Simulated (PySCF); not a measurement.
## XPS shifts beside NMR shieldings

C4H4FN.
Cartesian coordinates in Å at the PBE0-D3(BJ)/def2-SVP level; atoms count from 1:
```
atom  x, y, z in Å
C1     1.654    0.196    0.142
C2     0.527   -0.184   -0.455
C3    -0.761   -0.391    0.281
F4    -1.229   -1.666    0.084
C5    -1.783    0.567   -0.174
N6    -2.570    1.337   -0.529
H7     2.575    0.348   -0.426
H8     1.699    0.375    1.221
H9     0.482   -0.357   -1.536
H10   -0.612   -0.235    1.364
```

Binding energies: delta-SCF UKS SCAN, pcX-2 on the ionised atom, pcseg-1 elsewhere, spin-free X2C in PySCF. Shieldings: GIAO PBE/pcSseg-2, non-relativistic, same geometry.

```
atom  isotropic shielding (ppm)
  C1                       46.1
  C2                       34.9
  C3                       91.9
  C5                       58.3
```

Problem. What are the C 1s binding energies of these atoms?

Solution. 
```
atom           environment  C 1s (eV)  isotropic shielding (ppm)
  C1  terminal =CH2 carbon     291.45                       46.1
  C2      alkene CH carbon     291.70                       34.9
  C5        nitrile carbon     292.70                       58.3
  C3        sp3 C–F carbon     294.94                       91.9
```

Problem. Among the listed atoms, is the one with the highest binding energy also the least shielded?

Solution. No. The highest binding energy is at C3 (294.94 eV, shielding 91.9 ppm), the lowest shielding at C2 (34.9 ppm, 291.70 eV).

By binding energy: C1 < C2 < C5 < C3. By shielding: C2 < C1 < C5 < C3.

Isolated species at its PBE0-D3(BJ)/def2-SVP geometry (one conformer only).
